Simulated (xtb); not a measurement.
Species: C₃H₄, SMILES `C1=CC1` (charge 0, multiplicity 1).

Question: Give a relaxed geometry from GFN2-xTB (xtb).

Answer: the end point of this relaxation (outside a Z-matrix the atoms follow the SMILES, hydrogens last).
Z-matrix (Å, degrees):
```
C
H 1 1.0851
H 1 1.0851 2 113.40
C 1 1.5001 2 119.67 3 -150.17
C 4 1.2967 1 64.39 2 -105.85
H 4 1.0615 5 151.10 1 -179.99
H 5 1.0615 4 151.10 6 -0.16
```
